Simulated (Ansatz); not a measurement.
Working through a composite energy at a relaxed geometry of CH4OSi, SMILES C[Si]O

Computed with the Ansatz DFT code, driven from Python.

Notebook, run cell by cell (the value of a cell's last expression is shown):

In [1]:
```python
import itertools

import ansatz as az
from ase.data import atomic_numbers, covalent_radii
import numpy as np
```

In [2]:
```python
SETTINGS = {
    "basis_set": "def2-SVP",
    "xc": "r2SCAN",
}
```

In [3]:
```python
geometry_ang = [
    ("C", (-0.6779, 0.4529, -0.2995)),
    ("Si", (1.0462, 0.0809, -0.5784)),
    ("O", (1.5327, -1.2015, 0.3228)),
    ("H", (-1.2992, -0.3359, -0.5722)),
    ("H", (-1.029, 1.342, -0.9454)),
    ("H", (-0.9206, 0.7742, 0.7324)),
    ("H", (1.4092, -1.1806, 1.2947)),
]
system = az.Crystal.molecule()
for symbol, xyz in geometry_ang:
    system = system.atom(symbol, xyz)
```

In [4]:
```python
job = (
    system.calculation()
    .basis(gaussian=SETTINGS["basis_set"])
    .functional(SETTINGS["xc"])
)
symbols = [site.symbol for site in system.cartesian_sites]
start = np.array([site.position_ang for site in system.cartesian_sites], dtype=float)
rep = job.relax(force_tolerance=0.01, max_steps=100).run().report
end = np.array(rep["positions_ang"])
# pairs closer than 1.2 times the sum of covalent radii, before or after
radius = [covalent_radii[atomic_numbers[s]] for s in symbols]
span = lambda where, i, j: np.linalg.norm(where[i] - where[j])
bonded = [(i, j) for i, j in itertools.combinations(range(len(symbols)), 2) if min(span(start, i, j), span(end, i, j)) < 1.2 * (radius[i] + radius[j])]
print("pair        before    after (A)")
for i, j in bonded:
    print(f"{symbols[i]}{i}-{symbols[j]}{j}".ljust(10), f"{span(start, i, j):8.4f} {span(end, i, j):8.4f}")
```
```text
pair        before    after (A)
C0-Si1       1.7857   1.9184
C0-H3        1.0405   1.1078
C0-H4        1.1537   1.1019
C0-H5        1.1077   1.1064
Si1-O2       1.6412   1.6776
O2-H6        0.9799   0.9690
```

In [5]:
```python
minimum = az.Crystal.molecule()
for symbol, place in zip(symbols, end):
    minimum = minimum.atom(symbol, place.tolist())
at_minimum = minimum.calculation()
# MP2 extrapolated to the basis limit, plus the small-basis difference CCSD(T) - MP2
level = lambda method, basis: at_minimum.basis(gaussian=basis).correlation(method).run().report
small, large, cluster = level("mp2", "cc-pVDZ"), level("mp2", "cc-pVTZ"), level("ccsd_t", "cc-pVDZ")
corr = lambda each: (each["free_energy_ev"] - each["reference_energy_ev"]) / 27.211386246
mp2_limit = (27 * corr(large) - 8 * corr(small)) / 19
pieces = {"HF / cc-pVTZ": large["reference_energy_ev"] / 27.211386246, "MP2 correlation, DZ-TZ limit": mp2_limit, "CCSD(T) - MP2 / cc-pVDZ": corr(cluster) - corr(small)}
for name, value in pieces.items():
    print(f"{name:32s} {value:14.6f} Ha")
print(f"{'sum':32s} {sum(pieces.values()):14.6f} Ha")
print("T1 diagnostic", round(cluster["correlation"]["coupled_cluster"]["t1_diagnostic"], 4))
```
```text
HF / cc-pVTZ                        -404.055090 Ha
MP2 correlation, DZ-TZ limit          -0.571187 Ha
CCSD(T) - MP2 / cc-pVDZ               -0.047448 Ha
sum                                 -404.673725 Ha
T1 diagnostic 0.0153
```

What to keep in mind:
- Total energies depend on the basis set; only differences at equal settings carry meaning.
- The sum leaves out core correlation, relativity, the Hartree-Fock basis error and zero-point energy; a DZ-TZ extrapolation is rough.
- Inner cores stay frozen, so this is valence correlation.
- For Al to Cl the sets with a tight d function, cc-pV(X+d)Z, are usual.
- An extrapolation from small basis sets is rough.
- Run time: 27 s on 1 thread of Arm Neoverse V2, on a shared host, peak memory 0.31 GiB.

(A comment or docstring line of the script was reworded after the run, the code is as it ran.)
